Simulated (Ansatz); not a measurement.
We consider cubic perovskite KTaO3, described by r²SCAN+rVV10 in Ansatz (PAW).

Settings: plane-wave cutoff 560 eV, 8×8×8 k mesh, Fermi–Dirac smearing 0.01 eV, scalar-relativistic PAW data made under PBE.

Energies at three volumes about the minimum:

| V (Å³/atom) | E − E_lowest (meV/atom) |
|---|---|
| 12.367 | 3.49 |
| 12.620 | 0.00 |
| 12.872 | 3.24 |

Task: Fit a parabola by hand: where is the minimum, what lattice constant follows, and what is the bulk modulus?

Result: Slopes: (0.00 − 3.49)/(12.620 − 12.367) = -13.794 and (3.24 − 0.00)/(12.872 − 12.620) = 12.857 meV/Å³. Curvature E″ = 2 × (12.857 − (-13.794))/(12.872 − 12.367) = 105.549 meV/Å⁶. From the middle of the first interval, the slope vanishes at V0 = 12.4935 − (-13.794)/105.549 = 12.624 Å³/atom. B = V0 E″ = 12.624 × 105.549 meV/Å³ × 0.1602 GPa per meV/Å³ = 213 GPa. With 5 atoms in the cube, a = (5 × 12.624)^(1/3) = 3.982 Å. The full Birch–Murnaghan fit to all volumes gives V0 = 12.620 Å³/atom and B0 = 213 GPa.

Measured, for comparison: bulk modulus 220 GPa (temperature not stated, not corrected to a static lattice; as tabulated in Tinte et al. (1998), arXiv:cond-mat/9809379). Computed (rounded) less measured: bulk modulus -3 %.

Ansatz is a program for electronic structure.
